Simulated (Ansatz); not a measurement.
Cubic perovskite SrTiO3 (cubic form, which distorts at low temperature)

The numbers are results of RPBE in Ansatz (plane waves, PAW), not measurements.

Run with plane-wave cutoff 520 eV, 10×10×10 k mesh, Fermi–Dirac smearing 0.01 eV, no spin polarisation, scalar-relativistic PAW data made under PBE.

Cell: measured lattice: a = b = c = 3.9050 Å, α = β = γ = 90.00°.

```json
{
  "band_gap": "1.93 eV",
  "smallest_direct_gap_on_the_k_points_sampled": "2.27 eV"
}
```

Measured, for comparison: band gap 3.59 eV (zero-point renormalisation of 336 meV (experimental, the table's column) added back here, indirect; inputs from Miglio et al. (2020), arXiv:2011.12765).

Note: cell and atoms aren't relaxed at this level (pressure 8.9 GPa).

Spin–orbit coupling is not included.

Computed values are for the static lattice.

Cost on a shared machine: around 11 core-seconds (rough).

Ansatz is a program for electronic structure.
